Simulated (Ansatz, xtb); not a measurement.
**Relaxing a trial structure of BH5OSi+**

The starting geometry of this gas-phase doublet has its atoms placed at random.

```xyz
8

B    -0.4319   -0.6045   -0.9126
O     1.1798   -0.3486   -0.4448
Si   -0.1658   -0.5006    1.7852
H     1.2152   -1.2181    1.4860
H     0.2624    0.2757    0.7627
H    -1.2419   -1.4001   -1.1027
H     0.0153   -1.8418    0.1058
H     0.2420   -0.0294   -2.2785
```

Question: One run relaxed it with r2SCAN-D4/def2-SVP. What is a likely outcome?

Answer: It ends as a structure given below by its coordinates. Distances that change by over a tenth: B1–O2 (1.70 → 1.28 Å). Contacts that close: B1–H8 (1.63 → 1.25 Å), O2–Si3 (2.61 → 1.77 Å), Si3–H7 (2.16 → 1.49 Å).

The energy falls by 10.87 eV over 17 steps:

| step | E − E(last) (eV) |
| --- | --- |
| 1 | 10.868 |
| 3 | 6.659 |
| 5 | 3.621 |
| 6 | 2.307 |
| 8 | 0.798 |
| 10 | 0.274 |
| 12 | 0.039 |
| 13 | 0.004 |
| 15 | 0.001 |
| 17 | 0.000 |

Final geometry (Å):

| atom | x (Å) | y (Å) | z (Å) |
| --- | --- | --- | --- |
| B | -0.0783 | -0.6776 | -1.6763 |
| O | 0.0997 | -0.6910 | -0.4121 |
| Si | 0.3406 | -0.7217 | 1.3382 |
| H | 1.7467 | -1.1463 | 1.4908 |
| H | -0.0073 | 0.6547 | 1.7515 |
| H | -0.8372 | -1.4280 | -2.3259 |
| H | -0.6657 | -1.7483 | 1.7264 |
| H | 0.4765 | 0.0907 | -2.4916 |

From the same start GFN2-xTB ends elsewhere, in pieces: BH3OSi + H2.

From so rough a start the end depends on the optimiser's path, so another program may land elsewhere. No frequencies were run, so the end isn't proven a minimum. Open shells are spin-unrestricted. Run with Ansatz 0.2.0, 66 s on 1 thread of Intel(R) Xeon(R) 6975P-C (Granite Rapids), on a shared host.
